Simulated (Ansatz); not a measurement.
```yaml
crystal:
  periodic: [false, false, false]
  atoms:
    - {symbol: N, position_ang: [1.287027, -1.465109, 1.041867]}
    - {symbol: C, position_ang: [0.618542, -0.703800, 0.500926]}
    - {symbol: C, position_ang: [-0.228856, 0.260503, -0.185260]}
    - {symbol: Cl, position_ang: [-1.579377, -0.601025, -0.930918]}
    - {symbol: Cl, position_ang: [0.730893, 1.079314, -1.422498]}
    - {symbol: Cl, position_ang: [-0.828229, 1.430107, 0.995892]}
basis:
  gaussian: {orbitals: 6-31G, final_grid: {core_spheres: 8, valence_spheres: 7, degree: 23}}
total_charge: 4
magnetization: {spin_polarized: true, initial_magnetization: 0}
hamiltonian: {xc: {name: B2GP-PLYP}}
output: {forces: true}
```

```sh
$ ansatz run in.yaml --threads 2 --pin off --events-out ev --progress --plain --max-ram 22528MiB --backend cpu
```

Shortened log:

```
Functional definition: B2GP-PLYP
806 factors; integrals over basis functions are off by at most 1.5e-4 eV
mean field evaluation 1: about -40995.7040 eV, gradient 3.9e1 eV
mean field evaluation 2: about -40996.3612 eV, gradient 3.9e1 eV
mean field evaluation 4: about -40999.2771 eV, gradient 3.7e1 eV
mean field evaluation 8: about -41008.0324 eV, gradient 9.6e0 eV
mean field evaluation 16: about -41008.6989 eV, gradient 1.8e-1 eV
mean field evaluation 32: about -41014.7741 eV, gradient 4.6e-2 eV
mean field evaluation 64: about -41014.7676 eV, gradient 1.2e-1 eV
mean field evaluation 96: about -41014.7518 eV, gradient 2.0e-1 eV
mean field evaluation 128: about -41014.7748 eV, gradient 4.0e-3 eV
mean field -41014.77477639 eV, -1507.2651722197 hartree, gradient 2.8e-6 eV, S^2 2.279840; 21 other end points of the search recorded, 0 dependent functions left out
18 core orbitals not correlated: weight in the atoms' cores, before any rotation towards them, 1.000 or more for the frozen orbitals, at most 0.000 for the correlated occupied ones
reference -41014.77486812 eV, -1507.2651755905 hartree; 15, 15 occupied and 33, 33 virtual orbitals, 806 factors
second order -11.65445272 eV of doubles, -0.00000000 eV of singles
Total energy: -41018.97047110 eV, -1507.4193611561 hartree
Atom 0 at     1.287027    -1.465109     1.041867 Å, force    -0.131215     0.101960    -0.074101 eV/Å
Atom 1 at     0.618542    -0.703800     0.500926 Å, force     1.753720    -1.747210     1.352154 eV/Å
Atom 2 at    -0.228856     0.260503    -0.185260 Å, force     1.469064    -2.197438     1.489018 eV/Å
Atom 3 at    -1.579377    -0.601025    -0.930918 Å, force    -3.893145    -2.150680    -2.276197 eV/Å
Atom 4 at     0.730893     1.079314    -1.422498 Å, force     2.660285     2.506171    -3.811928 eV/Å
Atom 5 at    -0.828229     1.430107     0.995892 Å, force    -1.858709     3.487197     3.321054 eV/Å
Dipole moment:     0.400096    -0.425945     0.305461 e Å
```

In this input the charge is far from anything that the molecule holds. The calculation finished and met its thresholds. The result belongs to that input, not to the molecule as meant.
